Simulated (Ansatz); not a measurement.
Born–Oppenheimer molecular dynamics of C$_{2}$H$_{4}$FN (8 atoms, charge 0, multiplicity 1). It starts from a relaxed structure.

Level of theory: Ansatz 0.2.0, RKS B3LYP/def2-SVP.

```yaml
ensemble: NVT, Langevin thermostat
time_step: 0.5 fs
steps_asked: 100
set_temperature: 1000 K
friction: 0.005 /fs
seed: 256125
```

First frame:

```xyz
8
Properties=species:S:1:pos:R:3
C -0.248 0.734 -0.293
C 0.499 -0.435 0.280
N 0.165 -1.630 0.465
F 1.741 -0.066 0.643
H -1.255 0.447 -0.624
H -0.327 1.531 0.464
H 0.312 1.153 -1.144
H -0.794 -1.792 0.153
```

Q: What does the run give?

A: The run went to its last step.

```json
{"steps done": "100", "time covered": "50 fs", "mean temperature over the second half": "883 K", "spread of the potential energy over the second half": "13.3 meV per atom", "mean potential energy of the second half above the start": "63.0 meV per atom"}
```

The mean temperature of the second half is 12 % below the set value. A run of 0.05 ps of so small a system gives no equilibrium averages.

Q: What happens to the structure?

A: The same pairs are bonded in the first frame and the last. Pairs count as bonded within 1.25 times the sum of covalent radii (0.12 Å more for H–H). The details hang on the random start.

Q: How do temperature and energy run in time?

A: 
```json
{"time (fs)": "0", "T (K)": "875", "potential energy less start (eV)": "0.000"}
{"time (fs)": "4", "T (K)": "612", "potential energy less start (eV)": "0.284"}
{"time (fs)": "8", "T (K)": "487", "potential energy less start (eV)": "0.416"}
{"time (fs)": "12", "T (K)": "799", "potential energy less start (eV)": "0.245"}
{"time (fs)": "16", "T (K)": "952", "potential energy less start (eV)": "0.315"}
{"time (fs)": "20", "T (K)": "818", "potential energy less start (eV)": "0.564"}
{"time (fs)": "24", "T (K)": "725", "potential energy less start (eV)": "0.629"}
{"time (fs)": "28", "T (K)": "881", "potential energy less start (eV)": "0.454"}
{"time (fs)": "32", "T (K)": "927", "potential energy less start (eV)": "0.453"}
{"time (fs)": "36", "T (K)": "931", "potential energy less start (eV)": "0.458"}
{"time (fs)": "40", "T (K)": "942", "potential energy less start (eV)": "0.354"}
{"time (fs)": "44", "T (K)": "949", "potential energy less start (eV)": "0.497"}
{"time (fs)": "48", "T (K)": "658", "potential energy less start (eV)": "0.736"}
```

The run took 2.8 min on 1 thread of Arm Neoverse V2, on a shared host, peak memory 0.12 GiB.
